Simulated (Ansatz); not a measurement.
# C₂H₆S, singlet: cost against accuracy

Geometry (MP2(full)/6-31G*, from the G2/97 set):

```yaml
atoms:
  - { symbol: C, position_ang: [1.5629, 0.7481, 0.0000] }
  - { symbol: C, position_ang: [0.0486, 0.8951, 0.0000] }
  - { symbol: S, position_ang: [-0.7075, -0.7626, 0.0000] }
  - { symbol: H, position_ang: [-1.9867, -0.3590, 0.0000] }
  - { symbol: H, position_ang: [-0.2764, 1.4452, 0.8858] }
  - { symbol: H, position_ang: [-0.2764, 1.4452, -0.8858] }
  - { symbol: H, position_ang: [2.0351, 1.7338, 0.0000] }
  - { symbol: H, position_ang: [1.9035, 0.2064, 0.8855] }
  - { symbol: H, position_ang: [1.9035, 0.2064, -0.8855] }
```

Measured, as an electronic atomization energy: 768.6 kcal/mol (G2/97 heats of formation of molecule and atoms, with zero-point and thermal terms from B3LYP taken off; Curtiss et al., J. Chem. Phys. 106, 1063 (1997), Staroverov et al., J. Chem. Phys. 119, 12129 (2003)). The measured value holds scalar relativity and spin–orbit coupling, which all computed ones lack, and core correlation, which the wave-function levels lack. Atoms are taken at the same level; beside RHF, RMP2 and RCC rows they are unrestricted. Ansatz 0.2.0; the 6-31G* set has Cartesian d functions; a miss is computed less measured; times are wall times on shared hosts and scatter by a factor of two or so.

| level | basis | miss (kcal/mol) | time of the run | hardware |
| --- | --- | --- | --- | --- |
| RHF | cc-pV(D+d)Z | -202.8 | 1.1 s | 1 CPU thread |
| RMP2 | cc-pV(D+d)Z | -51.0 | – | – |
| RCCSD(T) | cc-pV(D+d)Z | -53.3 | 3.1 s | 1 CPU thread |
| RCCSDT(Q) | cc-pV(D+d)Z | -52.9 | 15 s | H100 + 5 CPU threads |
| RHF | cc-pV(T+d)Z | -194.3 | 6 s | 1 CPU thread |
| RMP2 | cc-pV(T+d)Z | -13.7 | – | – |
| RCCSD(T) | cc-pV(T+d)Z | -17.4 | 13 s | H100 + 5 CPU threads |
| RCCSDT(Q) | cc-pV(T+d)Z | -17.4 | 3.4 min | H100 + 5 CPU threads |
| RHF | cc-pV(Q+d)Z | -193.4 | – | – |
| RMP2 | cc-pV(Q+d)Z | -2.6 | – | – |
| RCCSD(T) | cc-pV(Q+d)Z | -6.7 | 16 s | H100 + 5 CPU threads |

HF's time is that of a plain UHF run. A dash: the level came out of a higher level's run.

A composite of the best parts (restricted reference, at this geometry, which isn't the minimum of the high levels):

| part | kcal/mol |
| --- | --- |
| Hartree–Fock limit (T, Q; exp(−5.46 √X)) | 575.49 |
| CCSD(T) correlation limit (T, Q; X⁻³) | 193.80 |
| CCSDT − CCSD(T) (TZ) | -0.53 |
| (Q) (TZ) | 0.53 |
| sum | 769.3 |
| sum less measured | 0.7 |
